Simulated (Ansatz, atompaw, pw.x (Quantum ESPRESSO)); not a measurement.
## Equation-of-state test of one PAW (atompaw) potential (W)

| Property | Result |
| --- | --- |
| Element | tungsten (W) |
| Generator | atompaw 4.2.0.5 |
| Type | PAW |
| Functional | LDA (PW92) |
| Relativity | scalar-relativistic |
| Frozen core | [Xe] 4f14 |
| Valence charge | 6 |
| Reference configuration | 5d4 6s2 6p0 |
| Partial waves | 6s (bound): rc 3.00 bohr; 6s channel at 0.8 Ry: rc 2.90 bohr; 6p (bound, empty): rc 3.00 bohr; 6p channel at 0.25 Ry: rc 3.00 bohr; 5d (bound): rc 3.00 bohr; 5d channel at 3.75 Ry: rc 2.40 bohr |
| Local potential | troulliermartins scheme with l = 3 at 0.5 Ry, radius 2.05 bohr |
| Core correction | smooth core density matched at 2.35 bohr |
| Augmentation charge | sinc compensation charge, radius 2.25 bohr; PAW radius 3.00 bohr; waves and projectors: custom polynom2 7 10 vanderbiltortho |

Atomic tests: cutoffs needed: 15 Ry and 35 Ry (the cutoffs (Ry, on a coarse ladder) from which the occupation-weighted sum of valence levels, in a spherical-Bessel basis at the reference potential, stays within 10 and 1 mRy of its value at 400 Ry); ghost test: ghost states, extra bound levels that the all-electron valence spectrum of the same l lacks: s at -98.4 eV, p at -34.6 eV; a true bound ghost makes a file unfit for plane-wave use (spherical-Bessel basis up to 400 Ry, 20 bohr box); lowest eigenvalue of the overlap operator: 0.68 (s channel).

Crystal test: bcc W in pw.x 7.5, no spin, 15³ k-points, Fermi–Dirac smearing 0.01 Ry, cutoffs 45/450 Ry. The reference is all-electron LAPW (Ansatz 0.2.0) with the same functional, mesh and smearing; V0 and B0 come from Birch–Murnaghan fits to the pressures at five volumes. Errors are pseudo minus all-electron; Δ is the rms difference of the E(V) curves that follow from these fits, minima aligned, over ±6 % about the mean V0. Mesh and smearing are coarse, so the numbers serve the comparison and aren't converged zero-temperature values; the lattice is a test structure that the element need not adopt.

All-electron: a0 = 3.136 Å (V0 = 15.41 Å³/atom), B0 = 332.7 GPa.

**Question.** How far does the potential miss the all-electron equation of state?

**Answer.** converged, but broken (pressure over 100 GPa off). The pressure does not cross zero within the volumes sampled, so no fit is given. The largest radius (3.00 bohr) exceeds half the bond length (2.57 bohr), so the spheres overlap, which is one possible source of error among others. Note: ghost states, extra bound levels that the all-electron valence spectrum of the same l lacks: s at -98.4 eV, p at -34.6 eV. A true bound ghost makes a file unfit for plane-wave use. A pressure error of this size marks a broken potential; the numbers have no physical meaning.

```csv
V (Å³/atom),P all-electron (GPa),P pseudo (GPa)
14.659,18.54,292.28
15.044,8.50,272.10
15.430,-0.34,253.30
15.816,-8.12,235.82
16.201,-14.96,219.58
```

**Question.** At the middle volume, how do free energy and pressure move when the wave cutoff is lowered (ecutrho held at 450 Ry)?

**Answer.**

```tsv
cutoff (Ry)	shift of F (meV/atom)	shift of P (GPa)
20	+19310.9	-440.37
27	+6426.4	-200.56
36	+866.4	-60.51
```

The run at the middle volume (120 k-points, 37 iterations) took about 96 s on one core of a shared host (Intel(R) Xeon(R) Platinum 8175M CPU @ 2.50GHz, 96 threads, 755 GiB, load 39).
